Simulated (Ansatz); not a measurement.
# H8OSi2: the cost of one run

Computed with Ansatz 0.2.0, Gaussian basis. Level: PBE0-D4/def2-SVP.

23 further runs of the same task are left out: 1 that didn't finish, 22 set aside as unsound or not needed.

### Step 1. The system as given

The first end: 11 atoms, charge 0, spin multiplicity 1.

Atoms are counted from 1 here; the program's logs count them from 0.

Bond lengths: Si1–H2 1.487 Å, Si1–H3 1.491 Å, Si1–H4 1.487 Å, Si1–Si5 2.337 Å, Si5–H8 1.483 Å, Si5–H9 1.489 Å, Si5–H10 1.489 Å, H6–O7 0.960 Å, O7–H11 0.960 Å. Angles: H2–Si1–H3 107.3°, H2–Si1–H4 109.3°, H2–Si1–Si5 112.1°, H3–Si1–H4 107.4°, H3–Si1–Si5 108.5°, H4–Si1–Si5 112.0°, Si1–Si5–H8 112.6°, Si1–Si5–H9 109.1°, Si1–Si5–H10 109.1°, H8–Si5–H9 109.1°, H8–Si5–H10 109.1°, H9–Si5–H10 107.8°, H6–O7–H11 105.1°.

Coordinates:

```xyz
11
charge 0, multiplicity 1
Si   -0.2792   -0.7941   -0.9308
H     0.6568   -0.0150   -1.7846
H    -0.4025   -2.1534   -1.5320
H    -1.6263   -0.1650   -0.9764
Si    0.5091   -1.0196    1.2579
H     0.3371    2.6023   -0.8557
O    -0.1648    2.3244   -0.0857
H     0.6327    0.2836    1.9550
H    -0.4231   -1.8940    2.0227
H     1.8406   -1.6863    1.2311
H    -1.0804    2.5169   -0.3014
```

The second end:

```mol
H8OSi2
  3D, bonds by distance, orders not assigned

 11  9  0  0  0  0  0  0  0  0999 V2000
   -1.2691   -0.1073   -0.3087 Si  0  0
    2.6832    1.5620   -0.4632 H   0  0
   -1.8389   -1.1088   -1.2574 H   0  0
   -2.4033    0.3827    0.5287 H   0  0
    0.3690   -1.0988    1.0335 Si  0  0
    1.9694    1.5603   -0.6862 H   0  0
   -0.5512    1.1413   -1.1246 O   0  0
    0.9129   -0.1242    2.0157 H   0  0
   -0.2584   -2.2264    1.7770 H   0  0
    1.4840   -1.6337    0.2084 H   0  0
   -1.0976    1.6526   -1.7233 H   0  0
  1  3  8  0
  1  4  8  0
  1  5  8  0
  1  7  8  0
  2  6  8  0
  5  8  8  0
  5  9  8  0
  5 10  8  0
  7 11  8  0
M  END
```

### Step 2. The band at PBE0-D4/def2-SVP

Contents of neb/in.yaml:

```yaml
crystal:
  periodic: [false, false, false]
  atoms:
    - {symbol: Si, position_ang: [-0.279226, -0.794127, -0.930764]}
    - {symbol: H, position_ang: [0.656753, -0.014985, -1.784596]}
    - {symbol: H, position_ang: [-0.402533, -2.153380, -1.532025]}
    - {symbol: H, position_ang: [-1.626338, -0.164997, -0.976427]}
    - {symbol: Si, position_ang: [0.509099, -1.019634, 1.257859]}
    - {symbol: H, position_ang: [0.337113, 2.602298, -0.855730]}
    - {symbol: O, position_ang: [-0.164757, 2.324352, -0.085668]}
    - {symbol: H, position_ang: [0.632725, 0.283615, 1.954992]}
    - {symbol: H, position_ang: [-0.423071, -1.893979, 2.022706]}
    - {symbol: H, position_ang: [1.840632, -1.686271, 1.231072]}
    - {symbol: H, position_ang: [-1.080397, 2.516909, -0.301417]}
basis:
  gaussian: {orbitals: def2-SVP}
hamiltonian: {xc: pbe0, dispersion: d4}
neb:
  images: 5
  climbing: true
  max_iterations: 40
  initial_path: idpp
  final_atoms:
    - {symbol: Si, position_ang: [-1.269137, -0.107285, -0.308674]}
    - {symbol: H, position_ang: [2.683184, 1.562037, -0.463242]}
    - {symbol: H, position_ang: [-1.838881, -1.108835, -1.257365]}
    - {symbol: H, position_ang: [-2.403306, 0.382737, 0.528720]}
    - {symbol: Si, position_ang: [0.368990, -1.098769, 1.033502]}
    - {symbol: H, position_ang: [1.969445, 1.560322, -0.686195]}
    - {symbol: O, position_ang: [-0.551222, 1.141313, -1.124562]}
    - {symbol: H, position_ang: [0.912925, -0.124207, 2.015703]}
    - {symbol: H, position_ang: [-0.258420, -2.226352, 1.777008]}
    - {symbol: H, position_ang: [1.484028, -1.633745, 0.208381]}
    - {symbol: H, position_ang: [-1.097605, 1.652585, -1.723276]}
```

Command:

```console
ansatz run in.yaml --threads 4 --pin off --events-out ev --progress --plain --max-ram 9574MiB
```

**Question.** How long does this run take on 4 threads of Intel Xeon at 2.50GHz, shared host?

About 13 min.
